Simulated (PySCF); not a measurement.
PySCF input (M06-2X/6-311+G**):

```python
from pyscf import gto, dft

mol = gto.M(
    atom='''
    C     0.83746303    0.09481319   -0.96445335
    C     2.06324952   -0.14829068   -0.16658330
    C    -0.30755877    0.79786484   -0.41307968
    H     0.69344615   -0.46401561   -1.88145465
    H     1.94948445   -1.04538672    0.45855498
    Cl   -1.31412795   -0.35650860    0.69872479
    H     2.93376401   -0.31325886   -0.80354423
    H     2.27462115    0.68230351    0.51113460
    H    -0.04196665    1.61086036    0.25712555
    H    -1.02809680    1.12381954   -1.15543980
    ''',
    basis='6-311+g**',
    charge=0,
    spin=1,
    verbose=4,
)

mf = dft.UKS(mol, xc='m062x').density_fit(auxbasis='def2-universal-jkfit')
mf.grids.level = 4
mf.conv_tol = 1e-9
mf.max_cycle = 100
mf.max_memory = 1500
mf.kernel()
if not mf.converged:
    mf = mf.newton()
    mf.kernel(mf.make_rdm1())
mo, _, stable, _ = mf.stability(return_status=True)
if not stable:
    mf.kernel(mf.make_rdm1(mo, mf.mo_occ))
    stable = mf.stability(return_status=True)[2]
mf.dip_moment()
```

### Question
Predict the final energy.

### Answer
-578.03992 Eh.
